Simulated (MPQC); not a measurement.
**Two attempts at C2H2N (SMILES [CH2]C#N)**

Wanted: a single-point energy of C2H2N, UG96LYP/pc-0.

The results are computed with MPQC 2.3.1.

6 further runs of the same task are left out: 6 set aside as unsound or not needed.

**1. The structure to begin with**

C2H2N: 5 atoms, total charge 0, spin state doublet. SMILES: `[CH2]C#N`. The coordinates come from a PBE0-D4/def2-TZVP relaxation.

Bond lengths: C1–C2 1.376 Å, C2–N3 1.165 Å, C1–H4 1.081 Å, C1–H5 1.081 Å. Angles: C1–C2–N3 180.0°, C2–C1–H4 120.0°, C2–C1–H5 120.0°, H4–C1–H5 119.9°.

**2. The input as first written**

mol.in reads:

```
% C2H2N
molecule<Molecule>: (
   symmetry = c1
   unit = bohr
   { atoms geometry } = {
      C  [ -0.57428777 0.64628633 -0.59979907 ]
      C  [ 0.86568354 -0.99021649 0.81844038 ]
      N  [ 2.08436792 -2.37519677 2.01879442 ]
      H  [ -2.18660210 -0.05121158 -1.64330584 ]
      H  [ -0.09486425 2.63106568 -0.67198661 ]
   }
)
basis<GaussianBasisSet>: (
   name = "c-0"
   molecule = $:molecule
   puream = yes
)
mpqc: (
   checkpoint = no
   savestate = no
   restart = no
   do_energy = yes
   do_gradient = no
   optimize = no
   mole<UKS>: (
      molecule = $:molecule
      basis = $:basis
      total_charge = 0
      multiplicity = 2
      memory = 1000000000
      print_evals = yes
      print_npa = yes
      maxiter = 57
      functional<StdDenFunctional>: ( name = "G96LYP" )
      integrator<RadialAngularIntegrator>: ( grid = medium )
      guess_wavefunction<UHF>: (
         molecule = $:molecule
         total_charge = 0
         multiplicity = 2
         memory = 1000000000
         value_accuracy = 1e-3
         basis<GaussianBasisSet>: (
            name = "STO-3G"
            molecule = $:molecule
         )
      )
   )
)
```

Started as:

```sh
$ mpqc mol.in > mol.out
```

The log of the run:

```text
MPQC: Massively Parallel Quantum Chemistry
                                   Version 2.3.1

  Using IntegralV3 by default for molecular integrals evaluation

  GaussianBasisSet::count_shells_ couldn't find ":basis:carbon:c-0":
  PrefixKeyVal: error: "The keyword was not found."
    prefix:
      "basis"
    keyval:
    ParsedKeyVal: error: "The keyword was not found."
ERROR: EXCEPTION RAISED:
GaussianBasisSet::count_shells_ -- couldn't find the basis set
terminate called after throwing an instance of 'std::runtime_error'
```

Run time: 0.06 s. Hardware: 1 thread of Arm Neoverse V2, shared host.

**3. Reading the log**

The program refused the input.

The telling line is `GaussianBasisSet::count_shells_ -- couldn't find the basis set`. What is wrong: the input names a basis that the program doesn't know. To mend it: basis set pc-0 in place of c-0.

**4. Try two**

job.in reads:

```
% emacs should use -*- KeyVal -*- mode
molecule<Molecule>: (
    symmetry = c1
    unit = bohr
    { atoms geometry } = {
        C  [ -0.57428777 0.64628633 -0.59979907 ]
        C  [ 0.86568354 -0.99021649 0.81844038 ]
        N  [ 2.08436792 -2.37519677 2.01879442 ]
        H  [ -2.18660210 -0.05121158 -1.64330584 ]
        H  [ -0.09486425 2.63106568 -0.67198661 ]
    }
)
basis<GaussianBasisSet>: (
    name = "pc-0"
    molecule = $:molecule
    puream = yes
)
mpqc: (
    checkpoint = no
    savestate = no
    restart = no
    do_energy = yes
    do_gradient = no
    optimize = no
    mole<UKS>: (
        molecule = $:molecule
        basis = $:basis
        total_charge = 0
        multiplicity = 2
        memory = 1000000000
        print_evals = yes
        print_npa = yes
        maxiter = 100
        functional<StdDenFunctional>: ( name = "G96LYP" )
        integrator<RadialAngularIntegrator>: ( grid = medium )
        guess_wavefunction<HSOSHF>: (
            molecule = $:molecule
            total_charge = 0
            multiplicity = 2
            memory = 1000000000
            value_accuracy = 1e-3
            basis<GaussianBasisSet>: (
                name = "STO-3G"
                molecule = $:molecule
            )
            guess_wavefunction<ExtendedHuckelWfn>: (
                molecule = $:molecule
                total_charge = 0
                multiplicity = 2
                basis<GaussianBasisSet>: (
                    name = "STO-3G"
                    molecule = $:molecule
                )
            )
        )
    )
)
```

Started as:

```sh
$ mpqc job.in > job.out
```

The log of the run:

```text
MPQC: Massively Parallel Quantum Chemistry
[...]
  Integrated electron density error = -0.000301720073
  iter     1 energy = -131.5318544119 delta = 1.63005e-01
  Integrated electron density error = -0.000239573140
  iter     2 energy = -131.6759388302 delta = 3.60685e-02
[...]
  Integrated electron density error = -0.000000008342
  iter    18 energy = -131.6839382929 delta = 9.24045e-06
  Integrated electron density error = -0.000000008507
  iter    19 energy = -131.6839383103 delta = 4.18801e-06
  Integrated electron density error = -0.000000008502
  iter    20 energy = -131.6839383187 delta = 1.85325e-06
  Integrated electron density error = -0.000000008501
  iter    21 energy = -131.6839385359 delta = 1.09860e-06
[...]
  <S^2>      = 0.758077
  total scf energy = -131.6839385359
Value of the MolecularEnergy: -131.6839385359
[...]
        symmetry = c1
[...]
        nbasis = 31
[...]
      nalpha = 11
      nbeta = 10
[...]
```

Wall time 2.5 s (1 thread of Arm Neoverse V2, shared host).

**5. Results**

Level: UG96LYP/pc-0.

| quantity | value |
| --- | --- |
| total energy | -131.68394 Eh |
| ⟨S²⟩ | 0.758 |
